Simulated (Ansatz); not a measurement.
A calculation on bcc Mo returned lattice constant a 3.123 Å, bulk modulus 336 GPa.

For reference: lattice constant a 3.141 Å (measured, static lattice: zero-point anharmonic expansion removed; as tabulated in Mejia-Rodriguez and Trickey (2018), arXiv:1807.09216); bulk modulus 265 GPa (measured, zero-point energy and finite temperature contributions removed, our sources range from 265 to 278; as tabulated in doi:10.1021/acs.jctc.3c00612).

Which level of theory produced these numbers?
(A) r²SCAN0 (Ansatz, an electronic-structure program)
(B) RPBE (Ansatz)
(C) PBE0 (Ansatz)
(D) LC-ωPBE (Ansatz)

D, LC-ωPBE (Ansatz)

The others give: RPBE 3.175 Å, 248 GPa; r²SCAN0 3.135 Å, 300 GPa; PBE0 3.138 Å, 292 GPa.

Unless a cell is named, each level is at its own relaxed cell (LC-ωPBE 15.23, PBE0 15.45, r²SCAN0 15.40, RPBE 16.00 Å³/atom).

Ansatz's density-functional and Hartree–Fock values are scalar-relativistic unless marked +SOC, with PAW data made under PBE.
